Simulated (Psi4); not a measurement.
**DLPNO-MP2/2ZaPa-NR (density fitting, density fitting for correlation, pno convergence normal) run of SiO2 (SMILES O=[Si]=O)**

Aim: a single-point energy of SiO2. 

The results are computed with Psi4 1.11.

**1. Starting point**

The species is SiO2 (3 atoms), meant as a singlet with charge 0. SMILES: `O=[Si]=O`. Geometry: relaxed at GFN2-xTB.

Bond lengths: O1–Si2 1.491 Å, Si2–O3 1.491 Å. Angles: O1–Si2–O3 179.9°.

**2. The energy at DLPNO-MP2/2ZaPa-NR (density fitting, density fitting for correlation, pno convergence normal)**

The input, calc.inp:

```
memory 1.6 GB

molecule system {
  0 1
  O      0.691230     1.217290     0.513740
  Si    -0.000730     0.000440    -0.000160
  O     -0.690510    -1.217740    -0.513580
  units angstrom
  symmetry c1
}

set {
  reference       rhf
  pno_convergence normal
  scf_type        df
}

energy('dlpno-mp2/2ZaPa-NR')
```

On the command line:

```bash
psi4 -i calc.inp -o calc.out -n 1
```

What values should one expect? Wanted: total energy; HOMO energy; LUMO energy; HOMO–LUMO gap; correlation energy.

**Answer.** As computed:

At DLPNO-MP2/2ZaPa-NR (density fitting, density fitting for correlation, pno convergence normal):

| quantity | value |
| --- | --- |
| total energy | -439.19662 Eh |
| HOMO energy (Hartree–Fock orbitals) | -14.08 eV |
| LUMO energy (Hartree–Fock orbitals) | -0.47 eV |
| HOMO–LUMO gap (Hartree–Fock orbitals) | 13.61 eV |
| correlation energy | -506.6 mEh |
